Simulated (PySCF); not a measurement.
Homolysis of single bonds, series Al F-NH2. Gas-phase values, no solvent. Strings in code marks are SMILES.

Calculation: PySCF 2.14.0 with CAM-B3LYP-D3(BJ)/def2-TZVP. All candidates: neutral, multiplicity 2. 

```yaml
highest_occupied_spin_orbital: -8.29 eV
dipole_moment: 1.89 D
```

### Question
Which member has these values?
A) `[F][Al][F]`
B) `[NH2][Al][F]`
C) `[NH2]`
D) `[F]`

### Answer
A, `[F][Al][F]`. The others give `[NH2]`: -10.18 eV, 1.98 D; `[F]`: -14.14 eV, 0.00 D; `[NH2][Al][F]`: -7.38 eV, 2.26 D
